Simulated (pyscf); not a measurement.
## Substitution at C: H₃C–Al(CH₃)–F (SMILES [CH3][Al]([CH3])[F]) + H• (SMILES [H]) → CH₄ (SMILES C) + [H₃C–Al–F]• (SMILES [CH3][Al][F])

Gas phase, doublet surface, charge 0. Bonds broken: C1–Al2. Bonds formed: C1–H11. PySCF, gas phase, ωB97X-D3(BJ)/def2-SVP geometries.

Transition state (Å):

```xyz
11

C     -0.3521     1.2622     0.8694
Al    -1.1414    -0.4131    -0.1620
C     -0.5198    -0.9090    -1.9483
F     -2.7536    -0.7242     0.2037
H     -0.9951     1.2333     1.7523
H     -0.6936     1.7996    -0.0317
H      0.7106     1.0323     0.9591
H      0.5268    -0.6162    -2.1324
H     -1.1481    -0.4312    -2.7210
H     -0.5980    -1.9989    -2.1017
H     -0.0232     2.6957     1.2783
```

One imaginary mode, 1712i cm⁻¹; descent along it reached the two sides named.

| bond | change | reactant side (Å) | saddle | product side |
|---|---|---|---|---|
| C1–Al2 | breaks | 1.945 | 2.120 | 3.0 |
| C1–H11 | forms | 4.0 | 1.527 | 1.099 |

Electronic energies relative to the separated reactants (kcal/mol):

| level | barrier | reaction energy | reverse barrier |
|---|---|---|---|
| ωB97X-D3(BJ)/def2-TZVP | 25.3 | -23.4 | 48.7 |
| PBE/def2-TZVP | 13.1 | -27.8 | 41.0 |
| r²SCAN/def2-TZVP | 13.9 | -27.7 | 41.5 |
| B3LYP-D3(BJ)/def2-TZVP | 16.9 | -28.9 | 45.8 |
| PBE0-D3(BJ)/def2-TZVP | 17.9 | -26.2 | 44.1 |
| M06-2X/def2-TZVP | 21.7 | -26.2 | 47.9 |
| ωB97M-D3(BJ)/def2-TZVP | 23.7 | -24.2 | 47.9 |
| HF/def2-TZVP | 38.8 | -25.6 | 64.3 |

With ωB97M-D3(BJ)/def2-TZVP energies and thermal terms (ideal gas, 1 atm, RRHO with modes under 100 cm⁻¹ raised to 100, one conformer, R ln 2 for rigid chiral ones), in kcal/mol:

```json
[
 {"T (K)": "298", "ΔH‡": "24.5", "ΔG‡": "31.3", "ΔH": "-19.5", "ΔG": "-21.5"},
 {"T (K)": "600", "ΔH‡": "23.9", "ΔG‡": "38.5", "ΔH": "-21.3", "ΔG": "-22.9"},
 {"T (K)": "900", "ΔH‡": "23.4", "ΔG‡": "45.9", "ΔH": "-23.0", "ΔG": "-23.3"},
 {"T (K)": "1200", "ΔH‡": "23.0", "ΔG‡": "53.4", "ΔH": "-24.5", "ΔG": "-23.2"}
]
```

Abstraction by the radical was not located in this set and often lies lower. One saddle was located; it need not be the lowest between these sides. The angle at the attacked C is 162°.
